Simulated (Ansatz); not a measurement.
# What a trial cell of CoIr2 relaxes into

These are results of DFT PBE, scalar-relativistic, plane waves, PAW in Ansatz, not measurements. Cutoff 420 eV, Γ-centred k mesh, Gaussian smearing, collinear spin, first started from parallel moments.

CoIr2 was placed on the cubic Laves (C15) structure type (Fd-3m, No. 227), with Co in place of Mg, Ir in place of Cu, at a guessed volume.

```xyz
6
Lattice="0.0000 3.3376 3.3376 3.3376 0.0000 3.3376 3.3376 3.3376 0.0000" Properties=species:S:1:pos:R:3 pbc="T T T"
Co    0.0000    0.0000    0.0000
Co    1.6688    1.6688    1.6688
Ir    4.1720    4.1720    4.1720
Ir    4.1720    2.5032    2.5032
Ir    2.5032    2.5032    4.1720
Ir    2.5032    4.1720    2.5032
```

Cell and atoms relax at zero pressure; the relaxation can't lower the symmetry of the start. After a coarse first stage the cell is made exact in the group found at 0.06 Å.

Energies over the elements count from the elements' standard structures at the same level, with no empirical corrections.

Problem. What does it relax into?

Solution. It keeps Fd-3m (No. 227). The result has the cubic Laves (C15) structure. Conventional cell: a = 7.212 Å. Around Co lie 12 Ir at 2.99 Å and 4 Co at 3.12 Å; around Ir lie 6 Ir at 2.55 Å and 6 Co at 2.99 Å.

Space group Fd-3m:1 (No. 227). a = 7.212 Å, b = 7.212 Å, c = 7.212 Å, α = 90.00°, β = 90.00°, γ = 90.00°
```csv
atom,site,symmetry,x,y,z
Co,8b,-43m,0.0000,0.0000,0.5000
Ir,16c,.-3m,0.1250,0.1250,0.1250
```

Problem. What are its volume, energy, gap and moment?

Solution. The volume per atom is 15.63 Å³. The density is 15.70 g/cm³ and the energy over the elements is 0.69 eV/atom. The gap on the 10×10×10 mesh is 0 eV (a metal). The net moment per atom is 1.12 μB and the largest site moment is 2.22 μB.

The final run used a 10×10×10 mesh on its 6-atom cell and 0.10 eV smearing. For metals, differences of a few meV/atom aren't resolved. Spin–orbit coupling is left out. Symmetry constrained the relaxation, so the result can be a saddle point.

Cost: 3 runs of about 5 core-minutes in all, on Intel Xeon Platinum 8259CL (Skylake/Cascade Lake) (shared hosts).